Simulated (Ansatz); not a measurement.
One geometry of `CC1(C)COC1`, several functionals.

```yaml
crystal:
  periodic: [false, false, false]
  atoms:
    - {symbol: C, position_ang: [-0.657917, -1.115784, 0.862751]}
    - {symbol: C, position_ang: [0.034038, -0.046190, 0.043905]}
    - {symbol: C, position_ang: [1.533599, -0.059095, 0.255262]}
    - {symbol: C, position_ang: [-0.406551, 0.022055, -1.430261]}
    - {symbol: O, position_ang: [-0.980491, 1.322603, -1.257889]}
    - {symbol: C, position_ang: [-0.614483, 1.348291, 0.126280]}
    - {symbol: H, position_ang: [-0.292997, -2.111304, 0.593349]}
    - {symbol: H, position_ang: [-1.738863, -1.098372, 0.703766]}
    - {symbol: H, position_ang: [-0.471382, -0.971833, 1.931061]}
    - {symbol: H, position_ang: [2.023574, 0.715586, -0.339570]}
    - {symbol: H, position_ang: [1.960230, -1.024967, -0.030885]}
    - {symbol: H, position_ang: [1.781512, 0.114962, 1.306474]}
    - {symbol: H, position_ang: [0.407155, 0.028982, -2.164444]}
    - {symbol: H, position_ang: [-1.156554, -0.718428, -1.731014]}
    - {symbol: H, position_ang: [-1.491872, 1.420366, 0.779170]}
    - {symbol: H, position_ang: [0.071004, 2.173117, 0.352024]}
basis:
  gaussian: {orbitals: def2-TZVPP}
hamiltonian: {xc: pbe, dispersion: d4}
output: {forces: true, orbitals: {seedname: orbitals}}
```

```sh
$ ansatz run in.yaml --threads 2 --pin off --events-out ev --progress --plain --max-ram 32768MiB --backend cuda --devices 0, --max-vram 18GiB
```

Output, abridged:

```
Functional definition: PBE
1641 factors; their error is unknown
mean field evaluation 1: about -7369.7308 eV, gradient 8.7e1 eV
mean field evaluation 2: about -7334.9170 eV, gradient 1.4e2 eV
mean field evaluation 4: about -7387.2606 eV, gradient 1.3e1 eV
mean field evaluation 8: about -7387.5897 eV, gradient 2.3e-1 eV
mean field evaluation 16: about -7387.5327 eV, gradient 7.8e-4 eV
mean field -7387.53272300 eV, -271.4868201207 hartree, gradient 2.8e-5 eV, S^2 0.000000; 0 other end points of the search recorded, 0 dependent functions left out
reference -7387.53277178 eV, -271.4868219134 hartree; 24, 24 occupied and 302, 302 virtual orbitals, 1641 factors
Total energy: -7387.86760967 eV, -271.4991269789 hartree
Atom 0 at    -0.657917    -1.115784     0.862751 Å, force    -0.015005    -0.018093     0.013463 eV/Å
Atom 1 at     0.034038    -0.046190     0.043905 Å, force     0.073903    -0.100233     0.095207 eV/Å
Atom 2 at     1.533599    -0.059095     0.255262 Å, force     0.027120     0.002184     0.001776 eV/Å
Atom 3 at    -0.406551     0.022055    -1.430261 Å, force     0.110096    -0.295205    -0.112737 eV/Å
Atom 4 at    -0.980491     1.322603    -1.257889 Å, force    -0.380843     0.517231    -0.491561 eV/Å
Atom 5 at    -0.614483     1.348291     0.126280 Å, force     0.052095     0.075149     0.321896 eV/Å
Atom 6 at    -0.292997    -2.111304     0.593349 Å, force     0.066221    -0.202223    -0.046134 eV/Å
Atom 7 at    -1.738863    -1.098372     0.703766 Å, force    -0.215230    -0.006141    -0.023503 eV/Å
Atom 8 at    -0.471382    -0.971833     1.931061 Å, force     0.031390     0.019889     0.214535 eV/Å
Atom 9 at     2.023574     0.715586    -0.339570 Å, force     0.108152     0.149744    -0.113155 eV/Å
Atom 10 at     1.960230    -1.024967    -0.030885 Å, force     0.094408    -0.188567    -0.054029 eV/Å
Atom 11 at     1.781512     0.114962     1.306474 Å, force     0.059616     0.033547     0.206678 eV/Å
Atom 12 at     0.407155     0.028982    -2.164444 Å, force     0.187438    -0.020371    -0.176466 eV/Å
Atom 13 at    -1.156554    -0.718428    -1.731014 Å, force    -0.159940    -0.186600    -0.080144 eV/Å
Atom 14 at    -1.491872     1.420366     0.779170 Å, force    -0.193310     0.026181     0.169606 eV/Å
Atom 15 at     0.071004     2.173117     0.352024 Å, force     0.153890     0.193509     0.074567 eV/Å
Dipole moment:     0.182448    -0.246811     0.234665 e Å
```

Run time 8 s (2 threads of an AMD EPYC 7R13 on a shared host and a share of an NVIDIA H100 80 GB); peak host memory 0.82 GiB.

Changing it to `hamiltonian: {xc: {name: r2SCAN0}, dispersion: d4}` and no forces (abridged; 3.9 s):

```
Functional definition: r2SCAN0
mean field evaluation 16: about -7392.0957 eV, gradient 4.3e-5 eV
mean field -7392.09573540 eV, -271.6545077336 hartree, gradient 4.4e-5 eV, S^2 0.000000
Total energy: -7392.19490179 eV, -271.6581520313 hartree
```

With the line `hamiltonian: {xc: {name: wB97M-V}}` (abridged; 7.5 s):

```
Functional definition: wB97M-V
mean field evaluation 16: about -7393.7108 eV, gradient 1.0e-4 eV
mean field -7393.71080414 eV, -271.7138604148 hartree, gradient 4.4e-5 eV, S^2 0.000000
Total energy: -7393.71085609 eV, -271.7138623240 hartree
Atom 0 force    -0.092051    -0.138784     0.105985 eV/Å
Atom 1 force    -0.019421     0.025742    -0.024600 eV/Å
Atom 2 force     0.195634    -0.000052     0.026214 eV/Å
Atom 3 force     0.072584    -0.266256    -0.197665 eV/Å
Atom 4 force    -0.123051     0.167368    -0.159025 eV/Å
Atom 5 force     0.006120     0.158092     0.300335 eV/Å
Atom 6 force    -0.020765     0.066769     0.012960 eV/Å
Atom 7 force     0.067909     0.004360     0.005309 eV/Å
Atom 8 force    -0.009724    -0.004107    -0.070334 eV/Å
Atom 9 force    -0.036823    -0.045962     0.034287 eV/Å
Atom 10 force    -0.032766     0.061048     0.016138 eV/Å
Atom 11 force    -0.021600    -0.009943    -0.067030 eV/Å
Atom 12 force    -0.066349     0.000911     0.064619 eV/Å
Atom 13 force     0.061984     0.062366     0.029070 eV/Å
Atom 14 force     0.073307    -0.009907    -0.055734 eV/Å
Atom 15 force    -0.054989    -0.071646    -0.020527 eV/Å
Dipole moment:     0.196623    -0.266092     0.252987 e Å
```

With the line `hamiltonian: {xc: pbe0, dispersion: d4}` and no forces (abridged; 5.5 s):

```
Functional definition: PBE0
mean field -7388.47542228 eV, -271.5214636802 hartree, gradient 7.8e-5 eV, S^2 0.000000
Total energy: -7388.75619202 eV, -271.5317817779 hartree
```

The same input with `hamiltonian: {xc: {name: CAM-B3LYP}, dispersion: d4}` and no forces (abridged; 7 s):

```
Functional definition: CAM-B3LYP
mean field evaluation 16: about -7393.4226 eV, gradient 2.7e-5 eV
mean field -7393.42255004 eV, -271.7032672722 hartree, gradient 2.7e-5 eV, S^2 0.000000
Total energy: -7393.70160529 eV, -271.7135223635 hartree
```

Changing it to `hamiltonian: {xc: {name: B2PLYP}}` and no forces (abridged; 7.5 s):

```
Functional definition: B2PLYP
mean field evaluation 16: about -7380.9988 eV, gradient 3.5e-5 eV
mean field -7380.99878354 eV, -271.2467022744 hartree, gradient 5.2e-6 eV, S^2 0.000000
6 core orbitals not correlated: weight in the atoms' cores, before any rotation towards them, 1.000 or more for the frozen orbitals, at most 0.000 for the correlated occupied ones
second order -35.95927419 eV of doubles, -0.00000000 eV of singles
Total energy: -7390.70798391 eV, -271.6035088068 hartree
```
